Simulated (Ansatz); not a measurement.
Two shapes of singlet NF₃.

Shape 1:

```xyz
4

N    -0.0047    0.0139    0.5150
F     1.2402   -0.0272   -0.1564
F    -0.5929    1.0120   -0.0995
F    -0.5885   -1.0924   -0.0959
```

Shape 2:

```xyz
4

N     0.0000    0.0000    0.4298
F     1.1200    0.0000   -0.1114
F    -0.5600    0.9699   -0.1114
F    -0.5600   -0.9699   -0.1114
```

Basis set: def2-TZVP (spherical functions). Correlated methods keep 4 orbitals frozen. Charge 0, multiplicity 1.

Computed with Ansatz (development build ahead of 0.2.0); each method stands on the lowest determinant of its kind that the runs found.

Task: Which shape is lower in energy, and by how much in each method?

Result:

```
 method  E(2) − E(1) (eV)
    RHF             0.268
RHF-MP2             1.107
```

Shape 1 is lower. Caution: no unrestricted run beside it, a lower state can exist.
